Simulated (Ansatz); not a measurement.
# [AlH₂···H···NH], triplet: transfer scan

Starting geometry:

| atom | x (Å) | y (Å) | z (Å) |
| --- | --- | --- | --- |
| Al | -0.9966 | 0.0225 | 0.0000 |
| H | -1.7895 | 1.3959 | 0.0000 |
| H | -1.7895 | -1.3509 | 0.0000 |
| H | 0.5893 | 0.0225 | 0.0000 |
| N | 1.9734 | 0.0225 | 0.0000 |
| H | 2.2425 | -0.9817 | 0.0000 |

From there H4 is moved from one fragment to the other while all else, the fragments' distance too, stays fixed; atoms are numbered as listed. Energies are in kcal/mol, counted from the starting geometry at the same level.

Basis cc-pVDZ; Ansatz 0.2.0. Correlated methods freeze the noble-gas cores. R marks a restricted (for open shells ROHF) determinant, U an unrestricted one.

Full CI isn't at hand for all of this; UCCSDT(Q) serves as the reference, and is uncertain by about the last step of the cluster series.

| distance Al1-H4 (Å) | UHF |
| --- | --- |
| 1.475 | -0.2 |
| 1.586 | 0.0 |
| 1.635 | 0.3 |
| 1.684 | 0.1 |
| 1.733 | -0.7 |
| 1.783 | -2.4 |
| 1.832 | -4.5 |
| 1.881 | -6.6 |
| 1.930 | -8.0 |

Q: Estimate the UCCSDT(Q) curve in cc-pVDZ from this one, knowing how UHF errs.

A: The computed UCCSDT(Q) values, in kcal/mol from the starting point, and the error of UHF against them:
```csv
distance Al1-H4 (Å),UCCSDT(Q),UHF less UCCSDT(Q)
1.475,3.0,-3.3
1.586,0.0,0.0
1.635,-1.2,1.5
1.684,-2.6,2.7
1.733,-4.3,3.6
1.783,-6.3,3.9
1.832,-8.2,3.7
1.881,-9.6,3.0
1.930,-10.1,2.1
```

The error spans 7.2 kcal/mol and is largest, 3.9 kcal/mol, at 1.783 Å.
